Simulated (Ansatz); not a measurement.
# AlSiH (singlet): the correlation ladder at scale of all distances = 0.874, 6-31G

Aim: climb from Hartree-Fock through coupled cluster and multireference methods for AlSiH (singlet) at one geometry and basis, and see what each rung misses.

The runs use Ansatz 0.2.0, Gaussian basis; 6-31G, core rule «outside noble gas», up to 10 orbitals frozen.

The runs, in order: UHF; CCSD(T) on RHF; CCSD(T) on UHF; BCCD(T) on RHF; CISD; CCSDT(Q) on RHF; CCSDT(Q) on UHF; CISDTQ; CCSDTQ on RHF; CCSDTQ on UHF; CASSCF and MRCISD+Q, 2 electrons in 2 orbitals; CASSCF and NEVPT2, 2 electrons in 2 orbitals; CASSCF and MRCISD+Q, 8 electrons in 9 orbitals; CASSCF and NEVPT4(SD), 8 electrons in 9 orbitals; CASSCF and NEVPT2, 8 electrons in 9 orbitals; Full CI.

20 further runs of the same task are left out: 2 for a mislabelled method, 1 for a known fault of the program, 12 that didn't finish, 5 set aside as unsound or not needed.

## (1) The geometry

The geometry derives from a PBE0/def2-TZVP stationary point (not a proven minimum). All distances are scaled together.

3 atoms, charge 0, spin multiplicity 1.

Atoms are counted from 1 here; the program's logs count them from 0.

Bond lengths: Si1–Al2 2.057 Å, Al2–H3 1.394 Å. Angles: Si1–Al2–H3 180.0°.

## (2) UHF

Contents of in.yaml:

```yaml
crystal:
  periodic: [false, false, false]
  atoms:
    - {symbol: Si, position_ang: [0.000000, 0.000000, 1.836103]}
    - {symbol: Al, position_ang: [0.000000, 0.000000, -0.221121]}
    - {symbol: H, position_ang: [0.000000, 0.000000, -1.614982]}
basis:
  gaussian: {orbitals: 6-31G}
magnetization: {spin_polarized: true, initial_magnetization: 0}
hamiltonian: {xc: hf}
output: {orbitals: {seedname: orbitals}}
```

The run is started by

```console
ansatz run in.yaml --threads 1 --pin off --events-out ev --progress --plain --max-ram 2393MiB
```

After this run come: CCSD(T) on RHF; CCSD(T) on UHF; BCCD(T) on RHF; CISD; CCSDT(Q) on RHF; CCSDT(Q) on UHF; CISDTQ; CCSDTQ on RHF; CCSDTQ on UHF; CASSCF and MRCISD+Q, 2 electrons in 2 orbitals; CASSCF and NEVPT2, 2 electrons in 2 orbitals; CASSCF and MRCISD+Q, 8 electrons in 9 orbitals; CASSCF and NEVPT4(SD), 8 electrons in 9 orbitals; CASSCF and NEVPT2, 8 electrons in 9 orbitals; Full CI.

**Question.** What will the summary of the whole plan be? Wanted: FCI below the RHF energy; RMP2 from FCI; RCCSD from FCI; RCCSD(T) from FCI; RCCSDT(Q) from FCI; NEVPT2 valence from FCI; NEVPT4(SD) valence from FCI; MRCISD+Q valence from FCI; T1 diagnostic.

**Answer**, as computed:

| quantity | value |
| --- | --- |
| FCI below the RHF energy | -2.6352 eV |
| RMP2 from FCI | +831.7 meV |
| RCCSD from FCI | +158.7 meV |
| RCCSD(T) from FCI | +92.8 meV |
| RCCSDT(Q) from FCI | +7.1 meV |
| NEVPT2 valence from FCI | +208.7 meV |
| NEVPT4(SD) valence from FCI | +32.3 meV |
| MRCISD+Q valence from FCI | +1.8 meV |
| levels within 1 kcal/mol (43 meV) | RCCSDT, CISDTQ, RCCSDT(Q), RCCSDTQ, NEVPT4(SD) valence, MRCISD valence, MRCISD+Q valence |
| T1 diagnostic | 0.017 |
| effectively unpaired electrons | 2.05 |

What this shows: RCCSD(T) misses by +92.8 meV, 3.5 % of the correlation energy. With 2.0 effectively unpaired electrons against 0 the state is strongly multireference. Coupled cluster on one determinant still stays close here. Of the multireference levels listed MRCISD+Q valence comes nearest in total energy (+1.8 meV), which doesn't show that its space is the better one. These misses are within one basis, not against nature.
